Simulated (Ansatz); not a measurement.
**One shape, several levels: doublet BCl+**

We compute a comparison of 6 runs (U-wB97M-V/def2-TZVPPD, UCAM-B3LYP/def2-TZVPPD, UPBE-QIDH/def2-TZVPPD, UPBE/def2-TZVPPD, USVWN5/def2-TZVPPD, UCCSD/def2-TZVPPD) of doublet BCl+. 

Program for the calculation: Ansatz 0.2.0.

40 further runs of the same task are left out: 40 set aside as unsound or not needed.

## 1. Starting point

BCl+: 2 atoms, total charge +1, spin state doublet. SMILES of the parent species: `[B]Cl`. The coordinates come from a PBE0-D4/def2-TZVP relaxation. That shape belongs to the parent species and isn't relaxed for this state.

Bond lengths: B1–Cl2 1.718 Å.

## 2. The energy at U-wB97M-V/def2-TZVPPD (run 1)

in.yaml reads:

```yaml
crystal:
  periodic: [false, false, false]
  atoms:
    - {symbol: B, position_ang: [-0.000000, -0.000000, -0.069660]}
    - {symbol: Cl, position_ang: [0.000000, 0.000000, 1.648190]}
basis:
  gaussian:
    orbitals: def2-TZVPPD.json
total_charge: 1
magnetization:
  spin_polarized: true
  initial_magnetization: 1
hamiltonian:
  xc: {name: wB97M-V}
accuracy: high
output:
  orbitals: {seedname: orbitals}
```

The basis set def2-TZVPPD is read from a file made from the Basis Set Exchange's data (not shown).

Started as:

```bash
$ ansatz run in.yaml --threads 1 --pin off --max-ram 3480MiB --events-out events.jsonl --progress --plain --runs-dir runs
```

Standard output:

```text
Warning: RAYON_NUM_THREADS=1 ignored (pool sized by the plan → 1); use --threads N
Functional definition: wB97M-V
  name "wB97M-V"
  parameter omega = 0.3/bohr
  parameter cx = 0.15
  parameter cx01 = 1.007
  parameter cx10 = 0.259
  parameter css00 = 0.443
  parameter css04 = -1.437
  parameter css10 = -4.535
  parameter css20 = -3.390
  parameter css43 = 4.278
  parameter cos00 = 1.000
  parameter cos10 = 1.358
  parameter cos20 = 2.924
  parameter cos21 = -8.812
  parameter cos60 = -1.390
  parameter cos61 = 9.142
  parameter b = 6.0
  parameter c = 0.01
  gx(w, u) = 1 - cx + cx01*u + cx10*w
  gss(w, u) = css00 + css04*u^4 + css10*w + css20*w^2 + css43*w^4*u^3
  gos(w, u) = cos00 + cos10*w + (cos20 + cos21*u)*w^2 + (cos60 + cos61*u)*w^6
  exchange = spin_sum(e_x_unif_sr(omega)*gx(b97_w, b97_u_x)) + cx*exact_x_sr(omega) + exact_x_lr(omega)
  correlation = spin_sum(e_c_pw_mod_same_spin*gss(b97_w, b97_u_same))
      + integral(e_c_pw_mod_opposite_spin*gos(b97_w_opposite, b97_u_opposite)) + vv10(b, c)
1174 factors; integrals over basis functions are off by at most 3.0e-9 eV
294 factors; integrals over basis functions are off by at most 2.0e-9 eV
mean field evaluation 1: about -13183.2403 eV, gradient 2.4e1 eV
mean field evaluation 2: about -13182.5641 eV, gradient 3.0e1 eV
mean field evaluation 4: about -13186.6312 eV, gradient 1.0e0 eV
mean field evaluation 8: about -13186.7031 eV, gradient 1.4e-1 eV
mean field evaluation 16: about -13186.7037 eV, gradient 1.4e-3 eV
mean field -13186.70373524 eV, -484.6024240014 hartree, gradient 2.5e-8 eV, S^2 0.755477; 0 other end points of the search recorded, 0 dependent functions left out
reference -13186.70374117 eV, -484.6024242192 hartree; 11, 10 occupied and 77, 78 virtual orbitals, 1174 factors
Total energy: -13186.70374117 eV, -484.6024242192 hartree
```

It took 30 s on 1 thread of Arm Neoverse V1, shared host; peak memory 0.47 GiB.

## 3. A single-point energy at UCAM-B3LYP/def2-TZVPPD (run 2)

input.yaml reads:

```yaml
crystal:
  periodic: [false, false, false]
  atoms:
    - {symbol: B, position_ang: [-0.000000, -0.000000, -0.069660]}
    - {symbol: Cl, position_ang: [0.000000, 0.000000, 1.648190]}
basis:
  gaussian:
    orbitals: def2-TZVPPD.json
total_charge: 1
magnetization:
  spin_polarized: true
  initial_magnetization: 1
hamiltonian:
  xc: {name: CAM-B3LYP}
accuracy: high
output: {orbitals: {seedname: orbitals}}
```

The basis set def2-TZVPPD is read from a file made from the Basis Set Exchange's data (not shown).

Started as:

```bash
$ ansatz run input.yaml --threads 1 --pin off --max-ram 3480MiB --events-out events.jsonl --progress --plain --runs-dir runs
```

Standard output:

```text
Warning: RAYON_NUM_THREADS=1 ignored (pool sized by the plan → 1); use --threads N
Functional definition: CAM-B3LYP
  name "CAM-B3LYP"
  parameter alpha = 0.19
  parameter beta = 0.46
  parameter omega = 0.33/bohr
  parameter ac = 0.81
  exchange = (1 - alpha - beta)*b88_x + beta*b88_x_sr(omega) + alpha*exact_x + beta*exact_x_lr(omega)
  correlation = (1 - ac)*vwn5_c + ac*lyp_c
1174 factors; integrals over basis functions are off by at most 3.0e-9 eV
322 factors; integrals over basis functions are off by at most 1.4e-9 eV
mean field evaluation 1: about -13183.5766 eV, gradient 2.6e1 eV
mean field evaluation 2: about -13178.9349 eV, gradient 4.2e1 eV
mean field evaluation 4: about -13187.2493 eV, gradient 1.5e0 eV
mean field evaluation 8: about -13187.3338 eV, gradient 4.8e-2 eV
mean field evaluation 16: about -13187.3339 eV, gradient 2.4e-4 eV
mean field -13187.33393264 eV, -484.6255833286 hartree, gradient 4.2e-8 eV, S^2 0.755364; 0 other end points of the search recorded, 0 dependent functions left out
reference -13187.33394848 eV, -484.6255839106 hartree; 11, 10 occupied and 77, 78 virtual orbitals, 1174 factors
Total energy: -13187.33394848 eV, -484.6255839106 hartree
```

Run time: 6.3 s. Hardware: 1 thread of Arm Neoverse V1, shared host; peak memory 0.24 GiB.

Runs 3 to 5 aren't shown in full; the table further down has their settings and results.

## 4. A single-point energy at UCCSD/def2-TZVPPD (run 6)

Changes to input.yaml since step 3:

```diff
@@ -12,5 +12,7 @@
   initial_magnetization: 1
-hamiltonian:
-  xc: {name: CAM-B3LYP}
+correlation:
+  method: ccsd
+  frozen_orbitals: {B: 1, Cl: 5}
 accuracy: high
-output: {orbitals: {seedname: orbitals}}
+scf:
+  omitted_lower_state_checks: [cluster_reference, increment]
```

The basis set def2-TZVPPD is read from a file made from the Basis Set Exchange's data (not shown).

Started as:

```bash
$ ansatz run input.yaml --threads 1 --pin off --max-ram 3480MiB --events-out events.jsonl --progress --plain --runs-dir runs
```

Standard output, cut to the lines that bear on the results:

```text
Warning: RAYON_NUM_THREADS=1 ignored (pool sized by the plan → 1); use --threads N
Functional definition: HF
  name "HF"
[...]
1174 factors; integrals over basis functions are off by at most 3.0e-9 eV
[...]
mean field -13165.36025502 eV, -483.8180655704 hartree, gradient 2.9e-8 eV, S^2 0.760363; 0 other end points of the search recorded, 0 dependent functions left out
6 core orbitals not correlated: weight in the atoms' cores, before any rotation towards them, 1.000 or more for the frozen orbitals, at most 0.000 for the correlated occupied ones
reference -13165.36025502 eV, -483.8180655704 hartree; 5, 4 occupied and 77, 78 virtual orbitals, 1174 factors
second order -6.25453256 eV of doubles, -0.00000000 eV of singles
cycle   1  -6.55416956 eV  change   -3.0e-1 eV  update   7.7e-2
[...]
cycle  24  -6.81866422 eV  change   2.4e-10 eV  update  8.5e-10
Total energy: -13172.17891925 eV, -484.0686468588 hartree
Checks for a lower state left out: cluster_reference, increment
```

Wall time 8.1 s (1 thread of Arm Neoverse V1, shared host); peak memory 0.58 GiB.

## 5. The series

| run | level | frozen core orbitals | energy (Eh) | HOMO energy (eV) | LUMO energy (eV) | ⟨S²⟩ | wall time |
| --- | --- | --- | --- | --- | --- | --- | --- |
| 1 | U-wB97M-V/def2-TZVPPD | – | -484.602424 | -19.65 | -10.52 | 0.755 | 30 s |
| 2 | UCAM-B3LYP/def2-TZVPPD | – | -484.625584 | -19.14 | -11.32 | 0.755 | 6.3 s |
| 3 | UPBE-QIDH/def2-TZVPPD | 6 | -484.356420 | -20.29 | -9.88 | 0.759 | 6.6 s |
| 4 | UPBE/def2-TZVPPD | – | -484.409608 | -16.19 | -13.14 | 0.760 | 3.6 s |
| 5 | USVWN5/def2-TZVPPD | – | -482.864808 | -16.06 | -13.54 | 0.760 | 2.2 s |
| 6 | UCCSD/def2-TZVPPD | 6 | -484.068647 | – | – | 0.760 | 8.1 s |

## 6. Summary of results

| quantity | value |
| --- | --- |
| run 6: total energy | -484.06865 Eh |
| run 6: correlation energy (6 core orbitals frozen) | -250.6 mEh |
| run 6: ⟨S²⟩ of the reference determinant | 0.760 |
| run 6: T1 diagnostic | 0.024 |

What this shows: Totals of different functionals can't be ranked against each other. All runs together took 57 s, the longest 30 s.
